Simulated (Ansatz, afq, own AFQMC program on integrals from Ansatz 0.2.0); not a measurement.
**GeNH3, singlet: AFQMC among the cluster methods**

| atom | x (Å) | y (Å) | z (Å) |
| --- | --- | --- | --- |
| Ge | 0.0000 | -0.0292 | 0.3354 |
| N | 0.0000 | 0.0337 | -1.4792 |
| H | 0.0000 | 1.5671 | 0.4649 |
| H | 0.0000 | 0.8718 | -2.0380 |
| H | 0.0000 | -0.8031 | -2.0403 |

Connectivity, by distances: GeH–NH2.

Basis cc-pVDZ. Only valence electrons are correlated. Ansatz 0.2.0 and our own AFQMC program on the same integrals; the CISD trial comes from CCSD amplitudes, and released means the phaseless constraint is let go. Uncertainties: one standard error, sampling alone. No spin–orbit coupling.

Determinant: RHF, the one that the program's search chose, which needn't be the lowest solution. The geometry is a point of a scan.

No full CI on the walks' own integrals is used here; CCSDT(Q) serves as the reference and is uncertain by about the last step of the cluster series.

Cautions: no relativity below Rb; no spin-orbit coupling; inner d shell frozen; higher spins were not checked; raised T1 diagnostic (T1 0.020, weight of the determinant 0.87, largest double 0.07).

* T1 diagnostic: 0.0200
* weight of the determinant in the CISD state: 0.871
* size of the correlated space: 12 electrons in 41 orbitals

```
  level  correlation energy (eV)
    MP2                  -7.0388
   CCSD                  -7.7854
CCSD(T)                  -8.0096
```

Question: Estimate where phaseless AFQMC with the Hartree–Fock trial lies against CCSD(T) on the same integrals.

Answer: 18.4 ± 6.0 kJ/mol below CCSD(T).

Reference: CCSDT(Q), correlation energy -8.051 eV. The released energy is read at 2.40 1/Eh (meV from the phaseless value at times in 1/Eh: -1 ± 17 at 0.24, 5 ± 16 at 0.51, 27 ± 18 at 0.99, 23 ± 18 at 1.62, -11 ± 22 at 2.40).

```csv
level,E − E(reference) (kJ/mol),share of correlation (%)
CCSD(T),4.0,99.49
CCSDT,2.1,99.73
ph-AFQMC/HF,-14.4 ± 6.0,101.85
ph-AFQMC/CISD,-1.6 ± 1.6,100.20
released AFQMC,-2.6 ± 2.1,100.34
```

A walk keeps the symmetry of its determinant, which the program's search chose and which needn't be the lowest solution, so a lower state of the same spin and another symmetry isn't excluded. Released energies are given only where the last usable release times agree within the noise; a slower fall can still hide under it.
